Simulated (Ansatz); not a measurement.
**C2H3ClFN: how energies converge with the basis set**

The task here is to estimate one member of a computed series from the others.

The runs use Ansatz 0.2.0, Gaussian basis; one geometry, several basis sets.

Levels to be run: PBE0-D4/def2-SVP; ωB97M-V/def2-SVP; PBE0-D4/def2-QZVPP; ωB97M-V/def2-QZVPP; the functionals' def2-TZVPP values are taken from earlier runs.

**Structure used throughout**

All runs share one geometry, relaxed beforehand with PBE0-D4 in a triple-zeta def2 set.

SMILES `C/N=C(\F)Cl`, 8 atoms, charge 0, spin multiplicity 1.

Atoms are counted from 1 here; the program's logs count them from 0.

Bond lengths: C1–N2 1.443 Å, C1–H6 1.092 Å, C1–H7 1.093 Å, C1–H8 1.092 Å, N2–C3 1.234 Å, C3–F4 1.335 Å, C3–Cl5 1.711 Å. Angles: N2–C1–H6 108.4°, N2–C1–H7 114.4°, N2–C1–H8 108.4°, H6–C1–H7 109.2°, H6–C1–H8 107.0°, H7–C1–H8 109.2°, C1–N2–C3 121.1°, N2–C3–F4 126.1°, N2–C3–Cl5 123.8°, F4–C3–Cl5 110.2°.

The first run:

in.yaml reads:

```yaml
crystal:
  periodic: [false, false, false]
  atoms:
    - {symbol: C, position_ang: [-1.051688, 0.314709, 0.018055]}
    - {symbol: N, position_ang: [0.334903, 0.581390, -0.279020]}
    - {symbol: C, position_ang: [1.206390, -0.268195, -0.073835]}
    - {symbol: F, position_ang: [1.010681, -1.491450, 0.424998]}
    - {symbol: Cl, position_ang: [2.867495, -0.023917, -0.400857]}
    - {symbol: H, position_ang: [-1.403422, 1.068511, 0.725621]}
    - {symbol: H, position_ang: [-1.241333, -0.680223, 0.428265]}
    - {symbol: H, position_ang: [-1.630925, 0.442074, -0.898925]}
basis:
  gaussian: {orbitals: def2-SVP}
hamiltonian: {xc: pbe0, dispersion: d4}
output: {orbitals: {seedname: orbitals}}
```

Steps of the session up to this table: PBE0-D4 in def2-SVP; ωB97M-V in def2-SVP; PBE0-D4 in def2-QZVPP; ωB97M-V in def2-QZVPP.

One of the session's tables, all rows but one given; the rest of the session is left out.

It belongs to the step «Functionals by basis». 

| functional | basis | HOMO (eV) | LUMO (eV) |
| --- | --- | --- | --- |
| PBE0-D4 | def2-SVP | -8.21 | 0.13 |
| PBE0-D4 | def2-TZVPP | -8.38 | -0.12 |
| PBE0-D4 | def2-QZVPP | -8.42 | -0.20 |
| ωB97M-V | def2-SVP | -10.53 | 2.49 |
| ωB97M-V | def2-TZVPP | ? | ? |
| ωB97M-V | def2-QZVPP | -10.72 | 1.98 |

Estimate the missing values for ωB97M-V, def2-TZVPP.

As computed: HOMO (eV): -10.68; LUMO (eV): 2.18. In the column «HOMO (eV)» it lies between ωB97M-V, def2-QZVPP (-10.72) and ωB97M-V, def2-SVP (-10.53).
